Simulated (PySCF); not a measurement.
H₃Si, SMILES [SiH3], doublet, PBE/def2-SVP optimised geometry.

```
4

Si    -0.48    -0.30     0.00
H      1.03    -0.30     0.00
H     -1.03    -1.10     1.15
H     -1.03     1.10     0.00
```

Density from PySCF 2.14.0 with unrestricted PBE/def2-TZVP at that geometry.

Minimum of the electron density along straight lines between bonded atoms, close to the bond critical point (lines longer than 1.1 times the sum of covalent radii, or with two minima, are not listed):

```tsv
bond	length / Å	ρ at the minimum / e bohr⁻³	∇²ρ there / e bohr⁻⁵	position (fraction from the first atom)
Si1–H2	1.505	0.116	0.12	0.49
Si1–H3	1.505	0.116	0.12	0.49
Si1–H4	1.505	0.116	0.12	0.49
```
